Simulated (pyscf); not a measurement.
## Routes from NH₃ + H₂N–SiH₂•

Candidate steps break at most two bonds and form at most two. Each was searched with GFN2-xTB (tblite) first. Single points on ωB97X-D3(BJ)/def2-SVP structures (PySCF, gas phase). Energies: ωB97M-D3(BJ)/def2-TZVP, kJ/mol, from the separated reactants, doublet surface; ΔG‡ with ideal gas, 1 atm, RRHO with modes under 100 cm⁻¹ raised to 100, one conformer, R ln 2 for chiral ones without a mode under 150 cm⁻¹.

```tsv
products	type	ΔE‡	ΔE	ΔG‡ 298 K	ΔG‡ 900 K	ν‡ (cm⁻¹)
H₂N–SiH₂–NH₂ + H•	substitution at N	86.7	+8.1	118.5	204.4	1762i
H₂N–SiH₃ + NH₂•	hydrogen abstraction	96.5	+78.3	117.8	187.2	880i
```

Plain bond fissions and candidates not yet searched are not listed, and one of them may be faster. Each barrier is that of the saddle found; lower ones may exist.
